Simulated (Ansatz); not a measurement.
`OC1CC1` and `OC1(F)CC1` differ in one atom or group.

Ansatz, PBE0-D4/def2-TZVP geometries, multiplicity 1. Each molecule was computed in one conformer, which needn't be the lowest.

```
                               property  `OC1CC1`
      LUMO energy (PBE/def2-TZVPP) / eV      0.41
     HOMO energy (PBE0/def2-TZVPP) / eV     -7.55
      HOMO energy (PBE/def2-TZVPP) / eV     -6.05
HOMO–LUMO gap (ωB97M-V/def2-TZVPP) / eV     12.62
     LUMO energy (PBE0/def2-TZVPP) / eV      1.29
  HOMO energy (ωB97M-V/def2-TZVPP) / eV     -9.91
```

**Question.** What does the change do to each property? (An estimate is asked.)

**Answer.** Ansatz gave: 
```
                               property  `OC1(F)CC1`  shift
      LUMO energy (PBE/def2-TZVPP) / eV         0.24  -0.17
     HOMO energy (PBE0/def2-TZVPP) / eV        -7.94  -0.39
      HOMO energy (PBE/def2-TZVPP) / eV        -6.46  -0.41
HOMO–LUMO gap (ωB97M-V/def2-TZVPP) / eV        12.83   0.21
     LUMO energy (PBE0/def2-TZVPP) / eV         1.13  -0.16
  HOMO energy (ωB97M-V/def2-TZVPP) / eV       -10.29  -0.38
```

With PBE0 the HOMO falls by 0.39 eV and the LUMO falls by 0.16 eV, so the gap widens by about 0.23 eV. PBE moves the HOMO by -0.41 eV and ωB97M-V by -0.38 eV.
